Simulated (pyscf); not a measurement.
One four-centre exchange on the singlet surface with elements of a group swapped. ωB97M-D3(BJ)/def2-TZVP, kJ/mol, from the separated reactants. Single points on ωB97X-D3(BJ)/def2-SVP structures (PySCF, gas phase).

| step | barrier | reaction energy | imaginary mode (i cm⁻¹) |
|---|---|---|---|
| HO–Ga(F)–Cl + HF → HO–Ga(F)–F + HCl | 11.6 | +32.6 | 441 |
| HO–Ga(F)–Cl + HCl → HO–Ga(Cl)–Cl + HF | ? | ? | 443 |

**Question.** Fill in the missing entries.

**Answer.** 
- HO–Ga(F)–Cl + HCl → HO–Ga(Cl)–Cl + HF, barrier: -17.1
- HO–Ga(F)–Cl + HCl → HO–Ga(Cl)–Cl + HF, reaction energy: -29.7

Row 1: On the reactant side the descent ends in an adduct with a F–Ga contact, 45.0 kJ/mol under the separated species and 53.8 kJ/mol under the saddle at ωB97X-D3(BJ)/def2-TZVP. On the product side the descent ends in an adduct with a Cl–Ga contact, 47.0 kJ/mol under the separated species and 15.1 kJ/mol under the saddle at ωB97X-D3(BJ)/def2-TZVP. Row 2: On the reactant side the descent ends in an adduct with a Cl–Ga contact, 42.7 kJ/mol under the separated species and 14.5 kJ/mol under the saddle at ωB97X-D3(BJ)/def2-TZVP. On the product side the descent ends in an adduct with a F–Ga contact, 42.4 kJ/mol under the separated species and 52.3 kJ/mol under the saddle at ωB97X-D3(BJ)/def2-TZVP. Each row is the saddle that its search found. Elements up to Kr have no core potential and no relativistic terms here.
